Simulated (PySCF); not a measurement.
Cl: electron affinity

Cl⁻ [Ar] (1S) → Cl [Ne] 3s2 3p5 (2P), as a difference of total energies. All numbers are calculated (PySCF 2.14, the non-relativistic Hamiltonian (point nucleus), in aug-cc-pwCVDZ). Correlated levels: valence: [Ne] frozen. The calculations carry no spin-orbit coupling.

| method | electron affinity (eV) | plus first-order spin-orbit estimate | error of that sum (eV) |
| --- | --- | --- | --- |
| UHF | 2.461 | 2.427 | -1.186 |
| MP2 (valence) | 3.557 | 3.523 | -0.090 |
| SCS-MP2 (valence) | 3.460 | 3.426 | -0.187 |
| CCSD (valence) | 3.365 | 3.330 | -0.283 |
| CCSD(T) (valence) | 3.420 | 3.386 | -0.227 |
| CCSDT (valence) | 3.418 | 3.384 | -0.229 |

Reference: 3.613 eV (measured; photodetachment measurements, as compiled on the Wikipedia data page of electron affinities).

A first-order spin-orbit estimate (lowest level to lowest level, LS coupling) adds -0.034 eV.

Errors of the correlated levels include the incompleteness of this basis and the frozen core.
